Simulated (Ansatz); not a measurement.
**PH+ (doublet): from Hartree-Fock to the top rungs, aug-cc-pVDZ**

Aim: climb from Hartree-Fock through coupled cluster and multireference methods for PH+ (doublet) at one geometry and basis, and see what each rung misses.

Program: Ansatz 0.2.0, Gaussian basis. Level of theory: aug-cc-pVDZ, core rule «outside noble gas», up to 5 orbitals frozen. These are calculated values, not measurements.

Plan: UHF; CCSD(T) on ROHF; CCSD(T) on UHF; BCCD(T) on ROHF; CISD as a restricted active space (open shells left free, so some higher excitations enter); CCSDT(Q) on ROHF; CCSDT(Q) on UHF; CISDTQ; CASSCF and MRCISD+Q, 5 electrons in 5 orbitals; CASSCF and NEVPT4(SD), 5 electrons in 5 orbitals; CASSCF and NEVPT2, 5 electrons in 5 orbitals; Full CI.

17 further runs of the same task are left out: 7 that didn't finish, 10 set aside as unsound or not needed. Runs told in other sessions of the task aren't counted.

## 1. The geometry

The geometry is a PBE0/def2-TZVP stationary point (not a proven minimum) of the parent state, kept for this charge and spin.

2 atoms, charge 1, spin multiplicity 2.

Atoms are counted from 1 here; the program's logs count them from 0.

Bond lengths: P1–H2 1.427 Å.

## 2. UHF

in.yaml

```yaml
crystal:
  periodic: [false, false, false]
  atoms:
    - {symbol: P, position_ang: [0.000000, 0.000000, 0.000000]}
    - {symbol: H, position_ang: [0.000000, 0.000000, 1.427400]}
basis:
  gaussian: {orbitals: aug-cc-pVDZ}
total_charge: 1
magnetization: {spin_polarized: true, initial_magnetization: 1}
hamiltonian: {xc: hf}
output: {orbitals: {seedname: orbitals}}
```

Command:

```bash
> ansatz run in.yaml --threads 1 --pin off --events-out ev --progress --plain --max-ram 2393MiB
```

The runs that follow: CCSD(T) on ROHF; CCSD(T) on UHF; BCCD(T) on ROHF; CISD as a restricted active space (open shells left free, so some higher excitations enter); CCSDT(Q) on ROHF; CCSDT(Q) on UHF; CISDTQ; CASSCF and MRCISD+Q, 5 electrons in 5 orbitals; CASSCF and NEVPT4(SD), 5 electrons in 5 orbitals; CASSCF and NEVPT2, 5 electrons in 5 orbitals; Full CI.

Before running them: what should the planned runs give, taken together? Wanted: FCI from the RHF energy; RMP2 from FCI; UMP2 from FCI; RCCSD from FCI; RCCSD(T) from FCI; UCCSD(T) from FCI; RCCSDT(Q) from FCI; UCCSDT(Q) from FCI; NEVPT2 valence from FCI.

The runs gave:

| quantity | value |
| --- | --- |
| FCI from the ROHF energy | -2.8875 eV |
| RMP2 from FCI | +74.3 kJ/mol |
| UMP2 from FCI | +75.2 kJ/mol |
| RCCSD from FCI | +7.0 kJ/mol |
| RCCSD(T) from FCI | +1.7 kJ/mol |
| UCCSD(T) from FCI | +1.6 kJ/mol |
| RCCSDT(Q) from FCI | 0.0 kJ/mol |
| UCCSDT(Q) from FCI | 0.0 kJ/mol |
| NEVPT2 valence from FCI | +51.0 kJ/mol |
| NEVPT4(SD) valence from FCI | +6.5 kJ/mol |
| MRCISD+Q valence from FCI | -0.6 kJ/mol |
| levels within 1 kcal/mol (43 meV) | RCCSD(T), UCCSD(T), BCCD(T), RCCSDT, UCCSDT, CISDTQ, RCCSDT(Q), UCCSDT(Q), MRCISD+Q valence |
| T1 diagnostic | 0.021 |
| effectively unpaired electrons | 1.05 |

**Reading.** RCCSD(T) misses by +1.7 kJ/mol, 0.6 % of the correlation energy. MRCISD+Q valence falls below full CI: the +Q correction isn't variational, and the cores differ from full CI's. One determinant dominates. Of the multireference levels listed MRCISD+Q valence comes nearest in total energy (-0.6 kJ/mol), which doesn't show that its space is the better one. These misses are within one basis, not against nature; the frozen cores of restricted and unrestricted runs differ, which can shift their rows.

Levels on UHF freeze UHF's core orbitals, full CI those of ROHF, so the U rows can settle a little off it for that reason alone.

With open shells the CI space here admits some higher excitations, so it is larger than plain CISD.
